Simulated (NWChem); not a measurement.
**Basis-set dependence for H₂Si**

```xyz
3

Si     0.0000     0.0000    -0.0951
H      1.2867     0.0000     0.6656
H     -1.2867     0.0000     0.6656
```
Charge 0, spin multiplicity 3.

All runs are NWChem calculations. All single points use one geometry, from UB3LYP/def2-SVP, a minimum by its harmonic frequencies.

Hartree-Fock energies in Ha, correlation energies in mHa.

The correlated methods keep 5 core orbitals frozen. This spin state was chosen for the runs; another may lie lower. The structure started from a generated list of species. The unpaired electrons of the parent sit in orbitals of symmetry a1 and b2 (C2v labels of the run); other states weren't searched. The stability of the SCF solutions was not checked. Open-shell Hartree-Fock references start from PBE0 orbitals. Coupled-cluster values serve here as a point of comparison, not as the truth.

```csv
basis,functions,UHF,UMP2,SCS-UMP2,CCSD on ROHF,CCSD[T] on ROHF,CCSD(T) on ROHF,CCSD on UHF,CCSD[T] on UHF,CCSD(T) on UHF,CCSDT on ROHF
3-21G,17,-288.48079,-36.1,-40.1,-52.8,-53.4,-53.4,-51.7,-52.2,-52.2,-53.6
def2-SVP,28,-289.91853,-71.5,-75.4,-94.4,-96.5,-96.4,-92.7,-94.6,-94.5,-96.8
def2-TZVP,49,-290.01915,-83.6,-87.4,-108.5,-111.9,-111.8,-106.7,-109.7,-109.6,not run
def2-QZVP,130,-290.02830,-96.3,-101.6,-119.1,-123.2,-123.1,not run,not run,not run,not run
```

From def2-TZVP to def2-QZVP the Hartree-Fock energy moves by -9.2 mHa and the UMP2 correlation energy by -12.7 mHa, which is 13 % of its value in the larger set.
